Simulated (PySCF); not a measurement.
**How the numerical set-up moves the result for Mg2**

Which parts of the numerical set-up matter for Mg2? Each run edits the base script.

Computed with PySCF 2.14.0. Level: each script names its method and basis.

1 further run of the same task is left out (it didn't finish).

**1. The starting structure**

Mg2: 2 atoms, charge 0, spin multiplicity 1.

No contacts short enough for the rule that draws bonds.

**2. Base script**

The input, input.py:

```python
from pyscf import gto, scf, mp

mol = gto.M(
    atom='Mg 0 0 0; Mg 0 0 2.845',
    basis='sto-3g',
    charge=0,
    spin=0,
    verbose=4,
)
mf = scf.RHF(mol)
mf = mf.density_fit(auxbasis='def2-universal-jkfit')
mf.kernel()
mp.MP2(mf, frozen=2).kernel()
mf.dip_moment()
print('orbital energies (hartree):', mf.mo_energy[..., max(0, mol.nelec[1]-3):mol.nelec[0]+3].round(4))
```

Started as:

```
> OMP_NUM_THREADS=1 python input.py
```

The log of this run is left out.

It gives: E(SCF) = -394.025130 Eh, 6 cycles, E(MP2) − E(SCF) = -0.07638 Eh, μ = 0.00 D (of the SCF density).

The bond length is a typed value, not an optimised one.

**3. Cc-pvdz**

Edit 1 changes basis set: sto-3g → cc-pvdz.

The input, input.py:

```python
from pyscf import gto, scf, mp

mol = gto.M(
    atom='Mg 0 0 0; Mg 0 0 2.845',
    basis='cc-pvdz',
    charge=0,
    spin=0,
    verbose=4,
)
mf = scf.RHF(mol)
mf = mf.density_fit(auxbasis='def2-universal-jkfit')
mf.kernel()
mp.MP2(mf, frozen=2).kernel()
mf.dip_moment()
print('orbital energies (hartree):', mf.mo_energy[..., max(0, mol.nelec[1]-3):mol.nelec[0]+3].round(4))
```

Started as:

```
> OMP_NUM_THREADS=1 python input.py
```

**4. 6-31+g***

Edit 2 changes basis set: sto-3g → 6-31+g*.

Changes to input.py since step 2:

```diff
@@ -4,3 +4,3 @@
     atom='Mg 0 0 0; Mg 0 0 2.845',
-    basis='sto-3g',
+    basis='6-31+g*',
     charge=0,
```

**5. Aug-cc-pvdz**

Edit 3 changes basis set: sto-3g → aug-cc-pvdz.

Changes to input.py since step 2:

```diff
@@ -4,3 +4,3 @@
     atom='Mg 0 0 0; Mg 0 0 2.845',
-    basis='sto-3g',
+    basis='aug-cc-pvdz',
     charge=0,
```

**6. Spin-free X2C on**

Edit 4 changes spin-free X2C: off → on.

Changes to input.py since step 2:

```diff
@@ -10,2 +10,3 @@
 mf = scf.RHF(mol)
+mf = mf.sfx2c1e()
 mf = mf.density_fit(auxbasis='def2-universal-jkfit')
```

What does the calculation give? Wanted: for each run, E(SCF); from base; gap; after the SCF.

The runs gave:

```csv
run,E(SCF) (hartree),from base (eV),cycles,gap (eV),functions,after the SCF
base,-394.025130,0,6,12.54,18,"MP2 correlation -2.078 eV, core frozen"
cc-pvdz,-399.194291,-140.6600,7,5.97,36,"MP2 correlation -1.622 eV, core frozen"
6-31+g*,-399.168516,-139.9587,7,5.68,44,"MP2 correlation -1.654 eV, core frozen"
aug-cc-pvdz,-399.194495,-140.6656,7,5.64,54,"MP2 correlation -1.671 eV, core frozen"
spin-free X2C on,-394.501219,-12.9550,6,12.60,18,"MP2 correlation -2.069 eV, core frozen"
```

The largest comparable shift of the SCF energy, -140.666 eV, comes with the run “aug-cc-pvdz”. cc-pvdz (36 functions) gives an energy 140.66 eV lower than sto-3g (18). 6-31+g* (44 functions) gives an energy 139.96 eV lower than sto-3g (18). aug-cc-pvdz (54 functions) gives an energy 140.67 eV lower than sto-3g (18). Scalar relativity lowers the total energy by 12.96 eV, nearly all of it in the inner shells; a basis contracted without relativity catches only part of it.
